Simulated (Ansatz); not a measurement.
## A ladder of methods for NO (nitric oxide)

NO: 2 atoms, total charge 0, spin state doublet. SMILES: `[N]=O`. Geometry: optimised at wB97X-V/def2-SVP.

```xyz
2

N    -0.4858    0.1778   -0.2451
O     0.4858   -0.1778    0.2451
```

Each level gives the adiabatic ionisation energy (to the singlet cation, shapes relaxed at wB97X-V/def2-SVP, no zero-point term) (eV). The values are calculated.

| level | kind | program | value (eV) | less CCSD(T)/def2-TZVPP |
| --- | --- | --- | --- | --- |
| UHF/def2-TZVPP | Hartree–Fock | Ansatz | 9.04 | -0.04 |
| USVWN5/def2-TZVPP | LDA | Ansatz | 9.50 | +0.42 |
| UPBE/def2-TZVPP | GGA | Ansatz | 9.46 | +0.38 |
| U-r2SCAN/def2-TZVPP | meta-GGA | Ansatz | 9.55 | +0.47 |
| UB3LYP/def2-TZVPP | global hybrid | Ansatz | 9.66 | +0.58 |
| U-wB97M-V/def2-TZVPP | range-separated hybrid | Ansatz | 9.30 | +0.22 |
| RPA@PBE/def2-TZVPP | RPA | Ansatz | 9.42 | +0.34 |
| UMP2/def2-TZVPP | perturbation theory | Ansatz | 8.78 | -0.30 |
| UCCSD(T)/def2-TZVPP | coupled cluster or CI | Ansatz | 9.08 | 0.00 |

UCCSD(T)/def2-TZVPP is the highest level here, not the true value. The values span 8.78 to 9.66 eV.
